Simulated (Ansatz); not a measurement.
2H WS2, treated with PBE-D3(BJ) in Ansatz (plane waves, PAW).

Run with plane-wave cutoff 520 eV, 12×12×4 k mesh (along the axes of the cell as run), perturbation theory, no spin polarisation, scalar-relativistic PAW data made under PBE.

Computed at the level's own relaxed cell.

```cif
data_S4W2
_chemical_formula_sum 'W2 S4'
_space_group_name_H-M_alt 'P63/mmc'
_space_group_IT_number 194
_space_group_name_Hall '-P 6c 2c'
_cell_length_a 3.15402
_cell_length_b 3.15402
_cell_length_c 12.14001
_cell_angle_alpha 90.000
_cell_angle_beta 90.000
_cell_angle_gamma 120.000
loop_
_atom_site_label
_atom_site_type_symbol
_atom_site_symmetry_multiplicity
_atom_site_Wyckoff_symbol
_atom_site_fract_x
_atom_site_fract_y
_atom_site_fract_z
_atom_site_occupancy
W1 W 2 c 0.33333 0.66667 0.25000 1
S1 S 4 f 0.66667 0.33333 0.12029 1
```

Harmonic phonon frequencies (cm⁻¹; i marks an imaginary mode; at Γ without the LO shift):

| q point | frequencies |
|---|---|
| Γ | 0 0 0 29 29 51 291 291 294 294 350 350 351 351 411 420 432 438 |
| M | 129 133 141 147 174 177 317 321 338 341 344 354 369 370 371 373 406 406 |
| K | 145 145 150 150 182 184 339 339 351 351 352 356 357 357 358 362 394 394 |
| A | 21 21 21 21 36 36 293 293 293 293 351 351 351 351 415 415 436 436 |

No imaginary mode appears at these points.

Note: the dispersion coefficients are held fixed in the derivatives.

Ansatz is a quantum-chemistry and plane-wave program.
